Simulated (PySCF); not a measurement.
**What each rung costs, and what it gives**

Saddle point of AlH5S, singlet (AlH₃ + H₂S → AlH₃S ([AlH2][SH]) + H₂; bonds formed: H2–H5; dative contacts that become bonds: Al1–S6; bonds broken: Al1–H2, H5–S6), PBE0-D4/def2-TZVP structure:

```csv
atom,x (Å),y (Å),z (Å)
Al1,-0.7302,-0.4909,-0.0534
H2,0.3639,-0.7438,1.2205
H3,-0.8464,-1.7957,-0.9351
H4,-1.8714,0.5205,0.3610
H5,1.0198,-0.0888,0.4732
S6,1.2075,0.7354,-0.8540
H7,0.8569,1.8634,-0.2124
```

Barriers are electronic and count from the start structure reached by relaxing down the imaginary mode.

PySCF 2.14 with density fitting (its default auxiliary sets; JK sets also for MP2 and CCSD(T)); basis: as named in each row; cores frozen in the correlated methods. B3LYP uses VWN-RPA correlation. Extrapolation: Hartree–Fock as exp(−7.88 √X), correlation as X^−2.97.

Times are rough, for one single point on 4 threads of a shared host (Intel Xeon Platinum 8488C).

The estimate by CCSD(T) at an estimated basis limit (MP2 extrapolated from triple and quadruple zeta, plus CCSD(T) − MP2 in triple zeta) is 58.8 kJ/mol.

| method | basis | time (s) | barrier (kJ/mol) | method less estimate |
| --- | --- | --- | --- | --- |
| HF | STO-3G | under 1 | 186.2 | 127.4 |
| B3LYP-D4 | 6-31G | 2 | 67.6 | 8.8 |
| MP2 | def2-QZVPP | 2 | 55.3 | -3.5 |
| PBE0-D4 | def2-SVP | 2 | 44.8 | -14.0 |
| PBE-D4 | def2-SVP | 2 | 31.2 | -27.5 |
| CCSD(T) | def2-SVP | 3 | 71.5 | 12.7 |
| SPW92 | def2-TZVPP | 3 | 18.3 | -40.5 |
| PBE0-D4 | def2-TZVPP | 4 | 44.8 | -14.0 |
| B3LYP-D4 | def2-TZVPP | 4 | 53.5 | -5.2 |
| BHLYP-D4 | def2-TZVPP | 4 | 69.7 | 10.9 |
| PBE-D4 | def2-TZVPP | 5 | 32.4 | -26.4 |
| r2SCAN-D4 | def2-TZVPP | 8 | 37.5 | -21.3 |
| CCSD(T) | def2-TZVPP | 44 | 64.2 | 5.4 |
| wB97M-V | def2-TZVPP | 97 | 61.2 | 2.4 |

All methods are single points on the PBE0-D4 structures.

No T1 diagnostic of these runs exceeds 0.012.

Exchanges of this kind with a chalcogen hydride build sulfide and selenide films.

Labels in which every atom is bracketed show which atoms are joined, not bond orders.
